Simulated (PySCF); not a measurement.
**SiO at RHF-SCS-MP2**

Level: RHF-SCS-MP2. Si pcseg-1, O pcseg-1; no relativity (PySCF 2.14).

For SiO, the state is ¹Σ⁺ (singlet), closed shell and the bond length is 1.540 Å. The harmonic wavenumber is 1192 cm⁻¹. The force constant is 8.51 mdyn/Å, the rotational constant Be is 0.6985 cm⁻¹ and the anharmonicity ωexe is 5.67 cm⁻¹. The vibration–rotation constant αe is 0.00486 cm⁻¹. The well depth De to Si + O is 7.72 eV and the dissociation energy D0 is 7.65 eV.

Correlated steps freeze 6 core orbitals. Correlated levels converge slowly with the basis: in double zeta they bind strong bonds too weakly, by up to about 1 eV, and carry superposition errors of some tenths. Where the molecule has an RHF reference, its open-shell atoms are computed with UHF.
